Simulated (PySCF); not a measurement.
**Cost of excited-state runs on SMILES C1=C[CH+]1, [C3H3]+, charge +1**

Molfile (atoms numbered from 1):
```
C3H3
     RDKit          3D

  6  6  0  0  0  0  0  0  0  0999 V2000
   -0.3971   -0.6793   -0.0120 C   0  0  0  0  0  0  0  0  0  0  0  0
   -0.3893    0.6845    0.0045 C   0  0  0  0  0  0  0  0  0  0  0  0
    0.7879   -0.0043    0.0097 C   0  0  0  0  0  0  0  0  0  0  0  0
   -0.9493   -1.6234   -0.0295 H   0  0  0  0  0  0  0  0  0  0  0  0
   -0.9307    1.6350    0.0098 H   0  0  0  0  0  0  0  0  0  0  0  0
    1.8818   -0.0107    0.0221 H   0  0  0  0  0  0  0  0  0  0  0  0
  1  2  2  0
  2  3  1  0
  3  1  1  0
  1  4  1  0
  2  5  1  0
  3  6  1  0
M  CHG  1   3   1
M  END
```

PySCF with density fitting, on 1 thread of an AMD EPYC 9R45 96-Core, shared host. Command: `OMP_NUM_THREADS=1 python excited_run.py task.json out`

(1) How long does this run take, and how much memory?
- magnetisability and related constants, LC-wPBE/pcSseg-2; usual settings

Answers

(1) 
```tsv
run	level	basis functions	wall time	peak memory (GiB)
magnetisability and related constants	LC-wPBE/pcSseg-2	150	6.9 s	0.53
```
Times from a shared host are rough.
